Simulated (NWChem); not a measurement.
Everything below was run with NWChem. System: H2P, charge 0, spin multiplicity 4, at the geometry of a parent with another charge or spin, in a state set for the comparison that need not be this species' ground state. Its SCF solution wasn't tested for a lower state. Level: UB3LYP/def2-TZVP, VWN1-RPA local correlation.

Job file:

```
start mol
memory heap 200 mb stack 900 mb global 1100 mb
geometry units angstroms nocenter noautoz
  P      0.000000     0.000000     0.119600
  H      1.028866     0.000000    -0.897003
  H     -1.028866     0.000000    -0.897003
  symmetry group C2v
end
basis spherical
  * library def2-tzvp
end
dft
  xc b3lyp
  odft
  mult 4
  semidirect memsize 60000000 filesize 0
  iterations 100
end
task dft energy
```

Part of the output:

```
             Northwest Computational Chemistry Package (NWChem) 7.3.0
             --------------------------------------------------------

                                NWChem Input Module
                                -------------------

 Scaling coordinates for geometry "geometry" by  1.889725989
 (inverse scale =  0.529177249)

 Turning off AUTOSYM since
 SYMMETRY directive was detected!

                             Geometry "geometry" -> ""
                             -------------------------

 Output coordinates in angstroms (scale by  1.889725989 to convert to a.u.)

  No.       Tag          Charge          X              Y              Z
 ---- ---------------- ---------- -------------- -------------- --------------
    1 P                   15.0000     0.00000000     0.00000000     0.11960000
    2 H                    1.0000     1.02886600     0.00000000    -0.89700300
    3 H                    1.0000    -1.02886600     0.00000000    -0.89700300

 Effective nuclear repulsion energy (a.u.)      11.2329785694

            Nuclear Dipole moment (a.u.)
            ----------------------------
        X                 Y               Z
 ---------------- ---------------- ----------------
     0.0000000000     0.0000000000    -0.0000113384

      Symmetry information
      --------------------

 Group name             C2v
 Group number             16
 Group order               4
 No. of unique centers     2

      Symmetry unique atoms

     1    2


 Summary of "ao basis" -> "" (spherical)
 ------------------------------------------------------------------------------
       Tag                 Description            Shells   Functions and Types
 ---------------- ------------------------------  ------  ---------------------
 *                         def2-tzvp                  on all atoms

                                 NWChem DFT Module
                                 -----------------

 Summary of "ao basis" -> "ao basis" (spherical)
 ------------------------------------------------------------------------------
       Tag                 Description            Shells   Functions and Types
[...]
 Vector    9  Occ=0.000000D+00  E=-1.387656D-01  Symmetry=b2
              MO Center= -4.7D-16, -5.4D-16,  4.4D-02, r^2= 2.1D+00
   Bfn.  Coefficient  Atom+Function         Bfn.  Coefficient  Atom+Function
  ----- ------------  ---------------      ----- ------------  ---------------
    19      0.508691  1 P  py                16      0.425870  1 P  py
    13      0.220804  1 P  py                 7     -0.180168  1 P  py
    10     -0.079590  1 P  py                27     -0.049107  1 P  d -1

 Vector   10  Occ=0.000000D+00  E= 3.911155D-02  Symmetry=b1
              MO Center= -3.2D-13,  2.7D-17, -2.0D-02, r^2= 3.6D+00
   Bfn.  Coefficient  Atom+Function         Bfn.  Coefficient  Atom+Function
  ----- ------------  ---------------      ----- ------------  ---------------
    18      1.190233  1 P  px                40     -1.057808  2 H  s
    46      1.057808  3 H  s                 15      0.225466  1 P  px
    12      0.168196  1 P  px                39     -0.146696  2 H  s
    45      0.146696  3 H  s                  6     -0.113258  1 P  px
    24     -0.111018  1 P  d  1              38     -0.091725  2 H  s

   alpha - beta orbital overlaps
   -----------------------------

   alpha      1      2      3      4      5      6      7      8      9     10
    beta      1      2      4      3      5      6      7      8      9     10
 overlap   1.000  1.000  1.000  1.000  1.000  0.991  0.999  0.989  0.992  0.988

   alpha     11     12     13     14     15     16     17     18     19     20
    beta     11     13     12     16     14     18     15     17     19     20
 overlap   0.986  0.936  0.999  0.852  0.705  0.712  0.904  0.999  0.988  0.979

   alpha     21     22     23     24     25     26     27     28     29     30
    beta     21     22     23     25     24     27     28     26     29     30
 overlap   0.978  0.998  0.998  0.955  0.976  0.971  0.956  0.980  0.970  0.999

   alpha     31     32     33     34     35     36     37     38     39     40
    beta     31     32     33     34     35     36     37     38     39     40
 overlap   0.987  0.995  0.995  0.997  0.998  0.996  0.997  0.999  1.000  1.000

   alpha     41     42     43     44     45     46     47     48     49
    beta     41     42     43     44     45     46     47     48     49
 overlap   1.000  1.000  1.000  1.000  1.000  1.000  1.000  1.000  1.000

     --------------------------
     Expectation value of S2:
     --------------------------
      <S2> =      3.7532 (Exact =     3.7500)

 center of mass
 --------------
 x =   0.00000000 y =   0.00000000 z =   0.10863212

 moments of inertia (a.u.)
 ------------------
           6.984494003274           0.000000000000           0.000000000000
           0.000000000000          14.604063348154           0.000000000000
           0.000000000000           0.000000000000           7.619569344880

     Multipole analysis of the density
     ---------------------------------

     L   x y z        total         alpha         beta         nuclear
     -   - - -        -----         -----         ----         -------
     0   0 0 0     -0.000000    -10.000000     -7.000000     17.000000

     1   1 0 0     -0.000000     -0.000000     -0.000000      0.000000
     1   0 1 0     -0.000000     -0.000000     -0.000000      0.000000
     1   0 0 1     -0.028025     -0.425020      0.397006     -0.000011

     2   2 0 0    -12.984241    -14.113429     -6.431221      7.560409
     2   1 1 0     -0.000000     -0.000000      0.000000      0.000000
     2   1 0 1     -0.000000     -0.000000      0.000000      0.000000
     2   0 2 0    -11.040376     -8.650442     -2.389934      0.000000
     2   0 1 1     -0.000000     -0.000000      0.000000      0.000000
     2   0 0 2    -11.607342    -13.658085     -4.462132      6.512876

 Task  times  cpu:        1.3s     wall:        1.3s

 Total times  cpu:        1.3s     wall:        1.3s
```
